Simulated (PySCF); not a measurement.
**Changing the system itself: NO**

Aim: change spin, charge, geometry, field or solvent of NO, one at a time, and compare with the base run.

The runs use PySCF 2.14.0; each script names its method and basis.

4 further runs of the same task are left out: 4 that didn't finish.

### 1 The system as given

NO: 2 atoms, charge 0, spin multiplicity 2.

Bond lengths: N1–O2 1.129 Å.

### 2 Base script

File input.py:

```python
from pyscf import gto, scf

mol = gto.M(
    atom='N 0 0 0; O 0 0 1.129',
    basis='jorge-dzp',
    charge=0,
    spin=1,
    verbose=4,
)
mf = scf.UHF(mol)
mf.kernel()
mf.stability(internal=True, external=True)
mf.dip_moment()
print('orbital energies (hartree):', [e[max(0, n-3):n+3].round(4) for e, n in zip(mf.mo_energy, mol.nelec)])
```

The run is started by

```
python input.py
```

The log of this run is left out.

Base result: E(SCF) = -129.275489 Eh, 14 cycles, ⟨S²⟩ = 0.772, μ = 0.27 D, internal stable; real -> complex stable; UHF/UKS -> GHF/GKS stable.

The bond length is a typed value, not an optimised one.

### 3 PCM, ε = 78.36

Run 1 changes solvent: none (gas phase) → PCM, ε = 78.36; step after the SCF: stability → analyze.

File input.py:

```python
from pyscf import gto, scf, solvent

mol = gto.M(
    atom='N 0 0 0; O 0 0 1.129',
    basis='jorge-dzp',
    charge=0,
    spin=1,
    verbose=4,
)
mf = scf.UHF(mol)
mf = solvent.PCM(mf)
mf.with_solvent.eps = 78.36
mf.kernel()
mf.analyze()
print('orbital energies (hartree):', [e[max(0, n-3):n+3].round(4) for e, n in zip(mf.mo_energy, mol.nelec)])
```

The run is started by

```
python input.py
```

### 4 Charge +2

Run 2 changes charge: 0 → 2.

input.py: that of step 2 with these lines changed.

```diff
@@ -5,3 +5,3 @@
     basis='jorge-dzp',
-    charge=0,
+    charge=2,
     spin=1,
```

Before running it: what results should come out? Wanted: for each run, E(SCF); from base; gap, α spin; SCF dipole; after the SCF.

The runs gave:

```tsv
run	E(SCF) (hartree)	from base (eV)	cycles	gap, α spin (eV)	SCF dipole (D)	after the SCF
base	-129.275489	0	14	13.91	0.27	stable
PCM, ε = 78.36	-129.276526	-0.0282	14	13.94	0.33	n/a
charge +2	-127.840986	+39.0348	15	21.94	n/a	unstable: internal, real -> complex, UHF/UKS -> GHF/GKS
```

In words: A continuum solvent with ε = 78.36 lowers the energy by 0.028 eV.
